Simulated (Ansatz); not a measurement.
## Run times for BCl2 (SMILES Cl[B]Cl)

BCl2 has 3 atoms, charge 0, and is taken as a doublet. SMILES: `Cl[B]Cl`. Geometry: relaxed at PBE0-D4/def2-TZVP.

```xyz
3

Cl    0.3715   -1.5256    0.0300
B    -0.4639   -0.0503   -0.2569
Cl    0.0815    1.5111    0.2137
```

Program: Ansatz 0.2.0. Hardware: 1 thread of Arm Neoverse V2, shared host, so times are rough. Ansatz fits the integrals of SCF and DFT runs by default. Its times include its search for lower SCF states.

Q: Estimate their order by wall time, quickest first.
A. energy at UCCSD(T)/x2c-TZVPall (sfX2C), 11 core orbitals frozen
B. energy at UMP2/def2-TZVPD, 11 core orbitals frozen
C. energy at UMP2/def2-SVPD, 11 core orbitals frozen

A: C (0.7 s), B (2 s), A (7.8 s).
